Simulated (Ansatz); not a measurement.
in.yaml

```yaml
crystal:
  periodic: [false, false, false]
  atoms:
    - {symbol: B, position_ang: [0.000000, 0.000000, 0.000000]}
    - {symbol: H, position_ang: [-0.015583, 0.861426, 0.849833]}
    - {symbol: H, position_ang: [-0.021323, -0.849967, 0.861171]}
    - {symbol: H, position_ang: [0.021323, 0.849967, -0.861171]}
    - {symbol: H, position_ang: [0.015583, -0.861426, -0.849833]}
basis:
  gaussian: {orbitals: cc-pVDZ}
total_charge: 1
magnetization: {spin_polarized: false, initial_magnetization: 2}
correlation: {method: fci, electrons: outside_noble_gas}
```

```sh
$ ansatz run in.yaml --threads 1 --pin off --events-out ev --progress --plain --max-ram 2176MiB
```

Output:

```
650 factors; integrals over basis functions are off by at most 2.0e-7 eV
mean field evaluation 1: about -715.2964 eV, gradient 1.3e1 eV
mean field evaluation 2: about -715.2976 eV, gradient 1.3e1 eV
mean field evaluation 4: about -715.8622 eV, gradient 5.4e-1 eV
mean field evaluation 8: about -715.8633 eV, gradient 6.6e-7 eV
mean field evaluation 16: about -716.9957 eV, gradient 6.1e-2 eV
mean field evaluation 32: about -716.9958 eV, gradient 2.0e-5 eV
mean field -716.99577205 eV, -26.3491086257 hartree, gradient 1.5e-6 eV, S^2 2.000000; 7 other end points of the search recorded, 0 dependent functions left out
mean field evaluation 64: about -716.3355 eV, gradient 1.4e-4 eV
mean field evaluation 96: about -717.1522 eV, gradient 1.0e-4 eV
determinant -716.99577205 eV, -26.3491086257 hartree, with singles and doubles -719.76896232 eV, -26.4510214884 hartree
determinant -715.86334896 eV, -26.3074928447 hartree, with singles and doubles -719.60600078 eV, -26.4450327623 hartree
determinant -716.99577205 eV, -26.3491086257 hartree, with singles and doubles -719.74986815 eV, -26.4503197905 hartree
determinant -715.86334896 eV, -26.3074928447 hartree, with singles and doubles -719.57911118 eV, -26.4440445874 hartree
1 core orbitals not correlated: weight in the atoms' cores, before any rotation towards them, 1.000 or more for the frozen orbitals, at most 0.000 for the correlated occupied ones
reference -716.99577205 eV, -26.3491086257 hartree; 4, 2 occupied and 29, 31 virtual orbitals, 650 factors
state -719.80570736 eV, -26.4523718438 hartree
Total energy: -719.80570736 eV, -26.4523718438 hartree
```

Ran on 1 thread of Arm Neoverse V1, shared host: 32 s wall, 0.45 GiB peak host memory.
